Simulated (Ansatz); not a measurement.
BH3S2, SMILES `SBS`: the same geometry under several functionals.

```yaml
crystal:
  periodic: [false, false, false]
  atoms:
    - {symbol: S, position_ang: [-0.819914, -0.605214, -1.516528]}
    - {symbol: B, position_ang: [0.091405, -0.453570, 0.008920]}
    - {symbol: S, position_ang: [0.333131, 1.114756, 0.829810]}
    - {symbol: H, position_ang: [-1.145615, 0.688114, -1.694575]}
    - {symbol: H, position_ang: [0.535531, -1.462239, 0.457518]}
    - {symbol: H, position_ang: [1.047563, 0.654053, 1.868754]}
basis:
  gaussian: {orbitals: def2-TZVPP}
hamiltonian: {xc: {name: B97M-V}}
output: {orbitals: {seedname: orbitals}}
```

```sh
$ ansatz run in.yaml --threads 2 --pin off --events-out ev --progress --plain
```

Shortened log:

```
Functional definition: B97M-V
914 factors; their error is unknown
mean field evaluation 1: about -22390.7214 eV, gradient 2.8e1 eV
mean field evaluation 2: about -22388.0936 eV, gradient 4.1e1 eV
mean field evaluation 4: about -22393.2061 eV, gradient 1.4e0 eV
mean field evaluation 8: about -22393.2120 eV, gradient 4.5e-2 eV
mean field evaluation 16: about -22393.2006 eV, gradient 1.3e-4 eV
mean field -22393.20061121 eV, -822.9349438053 hartree, gradient 6.9e-5 eV, S^2 0.000000; 0 other end points of the search recorded, 0 dependent functions left out
reference -22393.20066208 eV, -822.9349456748 hartree; 20, 20 occupied and 137, 137 virtual orbitals, 914 factors
Total energy: -22393.20066208 eV, -822.9349456748 hartree
```

Hardware: 2 threads of a server CPU on a shared host. Wall time 5.5 s, peak host memory 0.22 GiB.

With the line `hamiltonian: {xc: {name: B3LYP}, dispersion: d4}` and forces (abridged; 3.6 s):

```
Functional definition: B3LYP
mean field -22399.50897847 eV, -823.1667720263 hartree, gradient 5.4e-5 eV, S^2 0.000000
Total energy: -22399.71391431 eV, -823.1743032796 hartree
Atom 0 force    -0.075484    -0.001894    -0.123792 eV/Å
Atom 1 force     0.091484    -0.232931     0.085912 eV/Å
Atom 2 force     0.044249     0.094619     0.098212 eV/Å
Atom 3 force    -0.013400    -0.008810    -0.024231 eV/Å
Atom 4 force    -0.048590     0.120099    -0.046344 eV/Å
Atom 5 force     0.001742     0.028918     0.010243 eV/Å
Dipole moment:     0.060269     0.079351     0.119893 e Å
```

With the line `hamiltonian: {xc: hse06, dispersion: d4}` (abridged; 2.5 s):

```
Functional definition: HSE06
mean field -22389.32686476 eV, -822.7925862491 hartree, gradient 2.5e-5 eV, S^2 0.000000
Total energy: -22389.42435688 eV, -822.7961690184 hartree
```

With the line `hamiltonian: {xc: {name: BLYP}, dispersion: d4}` (abridged; 1.7 s):

```
Functional definition: BLYP
mean field evaluation 16: about -22397.7641 eV, gradient 2.7e-5 eV
mean field -22397.76414518 eV, -823.1026505856 hartree, gradient 2.7e-5 eV, S^2 0.000000
Total energy: -22398.04239385 eV, -823.1128760354 hartree
```

Changing it to `hamiltonian: {xc: {name: LC-wPBE}, dispersion: d4}` (abridged; 2.6 s):

```
WARN the engine holds no damping parameters fitted to this dispersion correction and functional, so the run takes those fitted to pbe0 (hamiltonian.dispersion, under Limitations)
Functional definition: LC-wPBE
mean field evaluation 16: about -22391.5202 eV, gradient 3.6e-5 eV
mean field -22391.52018215 eV, -822.8731891765 hartree, gradient 3.6e-5 eV, S^2 0.000000
Total energy: -22391.62435415 eV, -822.8770174271 hartree
```

Changing it to `hamiltonian: {xc: {name: PBE-QIDH}}` (abridged; 4 s):

```
Functional definition: PBE-QIDH
mean field evaluation 16: about -22380.2477 eV, gradient 1.7e-4 eV
mean field -22380.24767938 eV, -822.4589323406 hartree, gradient 4.2e-6 eV, S^2 0.000000
11 core orbitals not correlated: weight in the atoms' cores, before any rotation towards them, 1.000 or more for the frozen orbitals, at most 0.000 for the correlated occupied ones
second order -14.26363775 eV of doubles, -0.00000000 eV of singles
Total energy: -22385.00223540 eV, -822.6336590513 hartree
```

B3LYP takes the VWN-RPA correlation (the form of Gaussian; ORCA's B3LYP/G).

HSE06 is the plane-wave form, built on full-range PBE exchange.

LC-ωPBE has ω = 0.4 bohr⁻¹; the program lends it PBE0's D4 damping.
